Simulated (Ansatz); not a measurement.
## As (model structure, started from the omega type, P6/mmm, No. 191, 3 atoms in the cell): properties by level of theory

```
level (code)         equilibrium lattice constant a (Å)  c axis length (Å)
-------------------  ----------------------------------  -----------------
PBE (Ansatz)                                 (withheld)              2.860
PBEsol (Ansatz)                                   4.754              2.810
PBE-D3(BJ) (Ansatz)                               4.753              2.808
```

Task: Complete the blanks.

Result: 
- PBE (Ansatz, a quantum-chemistry and plane-wave program), equilibrium lattice constant a (Å): 4.826

Ansatz's density-functional and Hartree–Fock values are scalar-relativistic unless marked +SOC, with PAW data made under PBE.

A model structure was made by putting elements into a prototype or built by hand; it is no filed structure, need not be a known phase, and can be a saddle point held by its symmetry.
